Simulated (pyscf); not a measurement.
A first-order saddle from PySCF, ωB97X-D3(BJ)/def2-SVP:

```
Si
Cl 1 2.0948
Si 1 2.3280 2 106.58
H 3 1.4909 1 110.02 2 -58.52
H 3 1.4923 4 109.44 1 -120.34
H 3 1.4935 4 109.41 5 -119.44
Si 1 2.3289 2 107.67 3 -120.11
H 7 1.4911 1 109.85 2 60.58
H 7 1.4912 8 109.55 1 120.67
H 7 1.4934 8 109.23 9 119.67
Si 1 2.3329 2 107.30 3 118.61
H 11 1.4836 1 111.23 2 60.88
H 11 1.4972 12 110.41 1 -113.42
F 11 1.9606 12 102.89 13 -89.08
H 14 1.1328 11 68.36 12 -90.73
H 15 1.0459 14 142.12 11 -5.39
```
Charge 0, spin multiplicity 1.

Surface: singlet, charge 0. Lowest wavenumbers (cm⁻¹): 1144i, 40, 60, 79, 88.

Which two sides does it connect, and which bonds change?

`[SiH3][Si]([SiH3])([SiH3])[Cl]` + `[FH]` ⇌ `[F][SiH2][Si]([SiH3])([SiH3])[Cl]` + `[H][H]`, a four-centre exchange read from left to right: H–Si, F–H broken and F–Si, H–H formed. At ωB97M-D3(BJ)/def2-TZVP it lies +31.0 kcal/mol from the left side and +55.2 kcal/mol from the right (each side as separated species at their lowest minima found). One saddle was located; it need not be the lowest between these sides.
